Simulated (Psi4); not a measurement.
**CH3ClSi (SMILES C[Si]Cl): a first try and a second**

Wanted: the vertical excitations of CH3ClSi, CIS/3-21G (density fitting, save jk yes).

The results are computed with Psi4 1.11.

## (1) The molecule

CH3ClSi: 6 atoms, total charge 0, spin state singlet. SMILES: `C[Si]Cl`. The coordinates come from a PBE0-D4/def2-TZVP relaxation.

Bond lengths: C1–Si2 1.887 Å, Si2–Cl3 2.093 Å, C1–H4 1.096 Å, C1–H5 1.093 Å, C1–H6 1.096 Å. Angles: C1–Si2–Cl3 98.3°, Si2–C1–H4 110.2°, Si2–C1–H5 111.6°, Si2–C1–H6 110.2°, H4–C1–H5 109.0°, H4–C1–H6 106.7°, H5–C1–H6 109.0°.

## (2) First attempt

Contents of ch3clsi.xyz:

```xyz
6
CH3ClSi
C     -0.420900     0.376200    -0.177100
Si     0.228200    -0.642100     1.273100
Cl     1.857700    -1.533900     0.308500
H      0.353800     1.065800    -0.531400
H     -1.308700     0.949900     0.100100
H     -0.668100    -0.280000    -1.019400
```

Contents of calc.py:

```python
import psi4

psi4.set_memory(1600000000)
psi4.set_num_threads(1)
psi4.set_output_file('output.dat', False)

with open('ch3clsi.xyz') as f:
    atoms = ''.join(f.readlines()[2:])
molecule = psi4.geometry('0 1\n' + atoms + 'no_reorient\nno_com')

psi4.set_options(dict(basis='3-21G', save_jk=True))

from psi4.driver.procrouting.response.scf_response import tdscf_excitations
E, wfn = psi4.energy("hf", molecule=molecule, return_wfn=True)
states = tdscf_excitations(wfn, states=500, tda=True)
for k, s in enumerate(states, 1):
    print(f"root {k}: {s['EXCITATION ENERGY'] * 27.211386:.4f} eV  f = {s['OSCILLATOR STRENGTH (LEN)']:.4f}  {s['SYMMETRY']}")
print('E =', round(E, 9))
```

Launch:

```
$ python calc.py
```

output.dat:

```text
Psi4 1.11 release

   => Loading Basis Set <=

    Name: 3-21G
    Role: ORBITAL
    Keyword: BASIS

         ---------------------------------------------------------
                                   SCF
                              RHF Reference
                        1 Threads,   1525 MiB Core
         ---------------------------------------------------------

  ==> Geometry <==

    Molecular point group: c1
    Full point group: C1

    Geometry (in Angstrom), charge = 0, multiplicity = 1:

[... 96 lines left out ...]
   @DF-RHF iter   1:  -784.07073727015165   -5.76164e-01   6.34360e-03 ADIIS/DIIS
[... 2 lines left out ...]
   @DF-RHF iter   4:  -784.11289541025599   -3.63438e-04   8.78364e-05 DIIS
[... 2 lines left out ...]
   @DF-RHF iter   7:  -784.11291231441919   -1.01379e-07   1.21817e-06 DIIS
[... 28 lines left out ...]
    Final Occupation by Irrep:
[... 10 lines left out ...]
    One-Electron Energy =               -1339.5081234453177785
[... 16 lines left out ...]
 Dipole X            :        -58.8444390           57.8772090           -0.9672301
[... 9 lines left out ...]
**********                               WARNING                                **********
[... 6 lines left out ...]
         ---------------------------------------------------------
                         TDSCF excitation energies
         ---------------------------------------------------------

  ==> Options <==

     Residual threshold  : 1.0000e-04
     Initial guess       : denominators
     Reference           : RHF
     Solver type         : TDA (Davidson)

  ==> Requested Excitations <==

      500 singlet states with A symmetry

  ==> Seeking the lowest 500 singlet states with A symmetry

                         Generalized Davidson Solver

  ==> Options <==

    Max number of iterations        = 60
    Eigenvector tolerance           = 1.0000e-04
    Max number of expansion vectors = 100000

  => Iterations <=
                           Max[D[value]]     Max[|R|]   # vectors
```

Standard output:

```text
Traceback (most recent call last):
  File "calc.py", line 15, in <module>
    states = tdscf_excitations(wfn, states=500, tda=True)
IndexError: index 420 is out of bounds for axis 0 with size 420
```

It took 2.9 s on 1 thread of INTEL XEON PLATINUM 8581C at 2.10GHz (Emerald Rapids), shared host; peak memory 0.22 GiB.

## (3) Diagnosis

The run ended with an error.

The telling line is `IndexError: index 420 is out of bounds for axis 0 with size 420`. The fault: more states are asked for than the space holds. To mend it: number of roots 6 in place of 500.

## (4) Second attempt

ch3clsi.xyz is that of step 2.

Contents of calc.py:

```python
import psi4

psi4.set_memory(1600000000)
psi4.set_num_threads(1)
psi4.core.set_output_file('psi4.out', False)

with open('ch3clsi.xyz') as f:
    atoms = ''.join(f.readlines()[2:])
molecule = psi4.geometry('0 1\n' + atoms + 'no_reorient\nno_com')

psi4.set_options({
    'basis': '3-21G',
    'save_jk': True,
})

from psi4.driver.procrouting.response.scf_response import tdscf_excitations
E, wfn = psi4.energy("scf", molecule=molecule, return_wfn=True)
states = tdscf_excitations(wfn, states=6, tda=True)
for k, s in enumerate(states, 1):
    print(f"root {k}: {s['EXCITATION ENERGY'] * 27.211386:.4f} eV  f = {s['OSCILLATOR STRENGTH (LEN)']:.4f}  {s['SYMMETRY']}")
print('E =', round(E, 9))
for k, v in sorted(psi4.core.scalar_variables().items()):
    print(f'{k:45s} {v:18.10f}')
```

Launch:

```
$ python calc.py
```

psi4.out, shortened:

```text
[...]
  Running in c1 symmetry.
[...]
  Nuclear repulsion =  128.153233316674061
[...]
  Multiplicity = 1
[...]
  Nalpha       = 20
  Nbeta        = 20
[...]
    Number of basis functions: 41
[...]
   @DF-RHF iter   1:  -784.07073727015165   -5.76164e-01   6.34360e-03 ADIIS/DIIS
[...]
   @DF-RHF iter   8:  -784.11291232006351   -5.64432e-09   2.84845e-07 DIIS
[...]
  @DF-RHF Final Energy:  -784.11291232006351
   => Energetics <=
    Nuclear Repulsion Energy =            128.1532333166740614
    One-Electron Energy =               -1339.5081234453177785
    Two-Electron Energy =                 427.2419778085803159
    Total Energy =                       -784.1129123200635149
[...]
 Multipole Moments:
 ------------------------------------------------------------------------------------
     Multipole            Electronic (a.u.)      Nuclear  (a.u.)        Total (a.u.)
 ------------------------------------------------------------------------------------
 L = 1.  Multiply by 2.5417464519 to convert [e a0] to [Debye]
 Dipole X            :        -58.8444390           57.8772090           -0.9672301
 Dipole Y            :         59.4631460          -58.7190820            0.7440640
 Dipole Z            :        -38.8639358           38.8425646           -0.0213712
 Magnitude           :                                                    1.2205007
[...]
**********                               WARNING                                **********
**********       The names of excited state variables changed between 1.5       **********
[...]
**********                               WARNING                                **********
**********  Length-gauge rotatory strengths are **NOT** gauge-origin invariant  **********
[...]
                                    Excitation Energy         Total Energy        Oscillator Strength             Rotatory Strength
[...]
Excited State    1 (1 A):   0.11746 au   387.92 nm f = 0.0671
[...]
Excited State    3 (1 A):   0.25024 au   182.08 nm f = 0.1790
[...]
Excited State    4 (1 A):   0.27815 au   163.81 nm f = 0.0002
[...]
Excited State    5 (1 A):   0.28486 au   159.95 nm f = 0.2056
[...]
Excited State    6 (1 A):   0.33327 au   136.71 nm f = 0.5809
[...]
**********                               WARNING                                **********
**********       The names of excited state variables changed between 1.5       **********
[...]
```

Standard output:

```text
root 1: 3.1961 eV  f = 0.0671  A
root 2: 6.6859 eV  f = 0.0165  A
root 3: 6.8095 eV  f = 0.1790  A
root 4: 7.5689 eV  f = 0.0002  A
root 5: 7.7515 eV  f = 0.2056  A
root 6: 9.0688 eV  f = 0.5809  A
E = -784.11291232
CURRENT ENERGY                                   -784.1129123201
CURRENT REFERENCE ENERGY                         -784.1129123201
DD SOLVATION ENERGY                                 0.0000000000
HF KINETIC ENERGY                                 783.5495469051
HF POTENTIAL ENERGY                             -1567.6624592252
HF TOTAL ENERGY                                  -784.1129123201
HF VIRIAL RATIO                                     2.0007189914
NUCLEAR REPULSION ENERGY                          128.1532333167
ONE-ELECTRON ENERGY                             -1339.5081234453
PCM POLARIZATION ENERGY                             0.0000000000
PE ENERGY                                           0.0000000000
SCF ITERATION ENERGY                             -784.1129123201
SCF ITERATIONS                                      8.0000000000
SCF TOTAL ENERGY                                 -784.1129123201
TWO-ELECTRON ENERGY                               427.2419778086
```

Run time: 2 s. Hardware: 1 thread of INTEL XEON PLATINUM 8581C at 2.10GHz (Emerald Rapids), shared host; peak memory 0.2 GiB.

The roots found:

| excited state | energy (eV) | strength | label |
| --- | --- | --- | --- |
| 1 | 3.196 | 0.0671 | A 1 |
| 2 | 6.686 | 0.0165 | A 1 |
| 3 | 6.809 | 0.1790 | A 1 |
| 4 | 7.569 | 0.0002 | A 1 |
| 5 | 7.752 | 0.2056 | A 1 |
| 6 | 9.069 | 0.5809 | A 1 |

## (5) Outcome

Level: CIS/3-21G (density fitting, save jk yes).

```
                             quantity          value
    ground-state or mean-field energy  -784.11291 Eh
 dipole moment (Hartree–Fock density)         3.10 D
  HOMO energy (Hartree–Fock orbitals)       -9.33 eV
  LUMO energy (Hartree–Fock orbitals)        0.35 eV
HOMO–LUMO gap (Hartree–Fock orbitals)        9.68 eV
             lowest excitation energy        3.20 eV
```

The brightest of the 6 transitions from the ground state lies at 9.07 eV (137 nm, f = 0.581); the lowest, at 3.20 eV, has f = 0.067.
